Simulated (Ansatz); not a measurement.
hcp Be: LDA at its full settings (plane-wave cutoff 520 eV, 30×30×16 k mesh (along the axes of the cell as run), Fermi–Dirac smearing 0.05 eV, scalar-relativistic PAW data made under PBE) and at cheaper ones, in a cell of 2 atoms with Γ-centred meshes.

```json
[
 {"level and setting": "LDA (Ansatz)", "lattice parameter a (Å)": "2.228", "lattice parameter c (Å)": "3.511", "bulk modulus (GPa)": "131"},
 {"level and setting": "LDA (250 eV cutoff) (Ansatz)", "lattice parameter a (Å)": "2.232", "lattice parameter c (Å)": "3.517", "bulk modulus (GPa)": "128"},
 {"level and setting": "LDA (Γ point alone) (Ansatz)", "lattice parameter a (Å)": "1.681", "lattice parameter c (Å)": "3.562", "bulk modulus (GPa)": "451"},
 {"level and setting": "LDA (2×2×2 k mesh) (Ansatz)", "lattice parameter a (Å)": "2.306", "lattice parameter c (Å)": "3.145", "bulk modulus (GPa)": "134"},
 {"level and setting": "LDA (4×4×4 k mesh) (Ansatz)", "lattice parameter a (Å)": "2.162", "lattice parameter c (Å)": "3.833", "bulk modulus (GPa)": "126"}
]
```

Largest shifts from the full settings: lattice constant a -25 % (LDA (Γ point alone)), against a difference of -2.54 % of the full result from the reference 2.286 Å (measured, 293 K, no zero-point or thermal correction, our sources range from 2.286 to 2.290; as tabulated in Wikipedia's data pages); lattice parameter c -10.4 % (LDA (2×2×2 k mesh)), against a difference of -2.04 % of the full result from the reference 3.584 Å (measured, 293 K, no zero-point or thermal correction; as tabulated in Wikipedia's data pages); bulk modulus +244 % (LDA (Γ point alone)), against a difference of +12.0 % of the full result from the reference 117 GPa (measured, room temperature, not corrected to a static lattice, our sources range from 97.2 to 117; as tabulated in arXiv:2410.04971).

The full settings aren't shown to be converged themselves.

Ansatz's density-functional and Hartree–Fock values are scalar-relativistic unless marked +SOC, with PAW data made under PBE.

Run with cheap settings on purpose, which may leave them unconverged: LDA (250 eV cutoff), LDA (2×2×2 k mesh), LDA (4×4×4 k mesh), LDA (Γ point alone).

Ansatz is an electronic-structure program.
